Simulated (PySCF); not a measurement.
Compound: C₃H₆N (doublet state).
Geometry (GFN2-xTB, Å), atoms numbered from 1 in this order:
```
atom  x, y, z in Å
C1     1.230   -0.415   -0.370
C2     0.351    0.700   -0.008
C3    -0.788   -0.099    0.609
N4    -1.870   -0.435    0.070
H5     1.083   -0.938   -1.296
H6     1.843   -0.880    0.378
H7     0.789    1.367    0.734
H8     0.000    1.262   -0.874
H9    -0.600   -0.470    1.609
H10   -2.029   -0.088   -0.873
```

The hyperfine couplings belong to this conformer and change with its torsions.

Identity: `N(/[H])=C/C[CH2]` [radical].

The calculation used UKS B3LYP, pcH-1 on C H N, non-relativistic, mean-field spin-orbit, GIAO (PySCF 2.14.0). One conformer (not necessarily the lowest) at the GFN2-xTB geometry, without solvent, vibrations or thermal averaging. The geometry wasn't refined by DFT: couplings that depend on bond lengths, twists or pyramidal angles can differ widely from those at the functional's own minimum. The SCF solution wasn't tested for stability.

Break the g tensor into its mass correction, gauge correction and orbital-Zeeman/spin–orbit terms.

| Δg (ppm) | 1 | 2 | 3 |
| --- | --- | --- | --- |
| relativistic mass correction | -152 | -152 | -152 |
| gauge correction | 9 | 30 | 27 |
| orbital Zeeman/spin–orbit | 121 | 563 | 1418 |
| total | -22 | 441 | 1292 |

So g = 2.00230, 2.00276, 2.00361 and g_iso = 2.00289; the tensor is rhombic: the two nearest values differ by 35 % of g3 − g1. Axes: g2 points within 13° of the C1–C2 bond.

At 9.417 GHz, how far is the centre of the isotropic spectrum from where a free electron (g = 2.002319) resonates?

B = hν/(g μB) with μB/h = 13.99624 MHz/mT gives 336.02 mT for the free electron and 335.93 mT at g_iso, 0.10 mT lower.

How much does each term add to the isotropic shift?

The orbital-Zeeman/spin–orbit term 701, the mass correction -152 and the gauge correction 22 ppm, for a total of 570 ppm. The orbital-Zeeman/spin–orbit term is the largest in size. The mass correction is the same along every axis, so the anisotropy comes from the other two: their spans along these axes are 21 (gauge) and 1297 ppm (orbital Zeeman/spin–orbit).

What are the electron Larmor frequencies g μB B/h along the three axes at 330 mT?

9.2481, 9.2503, 9.2542 GHz for g1, g2 and g3, a range of 6.1 MHz.

In a frozen sample, at which fields do the three g values resonate at 9.5, 34, 94 and 263 GHz (hyperfine left aside), and which band first spreads them over more than twice a line width of 1.0 mT?

```csv
band,GHz,B(g3) mT,B(g2) mT,B(g1) mT,spread mT
X,9.5,338.76,338.91,338.99,0.22
Q,34.0,1212.42,1212.94,1213.22,0.80
W,94.0,3351.99,3353.42,3354.19,2.20
J,263.0,9378.44,9382.43,9384.60,6.16
```

The spread grows in proportion to the frequency. W band is the first where it exceeds 2.0 mT.

Largest spin populations (Mulliken): C1 (+1.02), N4 (+0.12) and C2 (-0.07). C1 is the only atom above +0.15. The positive populations add up to 1.17 and the negative ones to -0.17, together 2S = 1. The angles at C1 add up to 358.0°, so it is nearly planar; its axial dipolar tensor and the negative couplings of its protons fit spin in a p orbital normal to that plane.

The HOMO–LUMO gaps are 5.88 eV among the α and 4.92 eV among the β orbitals.
